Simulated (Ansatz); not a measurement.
Lu: which structure is lowest?

Theory: Ansatz, DFT, r2SCAN, plane waves (500 eV) with PAW, scalar-relativistic. (PAW data from PBE, frozen cores regenerated.)

Each structure is relaxed within its own symmetry, so a high-lying one may be dynamically unstable.

| structure | ΔE (meV/atom) | V (Å³/atom) | cell | magnetic state |
| --- | --- | --- | --- | --- |
| hcp | 0 | 29.09 | a = 3.505 Å, c = 5.470 Å (c/a = 1.561) | spin not included |
| dhcp | 28 | 29.12 | a = 3.479 Å, c = 11.112 Å (c/a = 3.194) | spin not included |
| fcc | 58 | 29.20 | a = 4.888 Å | spin not included |
| omega (AlB2-type) | 72 | 28.90 | a = 5.427 Å, c = 3.399 Å (c/a = 0.626) | spin not included |
| bcc | 113 | 29.61 | a = 3.898 Å | spin not included |
| A15 | 286 | 30.59 | a = 6.255 Å | spin not included |
| simple cubic | 940 | 32.00 | a = 3.175 Å | spin not included |
| diamond | 2232 | 49.95 | a = 7.365 Å | spin not included |

ΔE counts from hcp.

Differences under about 8 meV lie within the error of the k-point mesh.
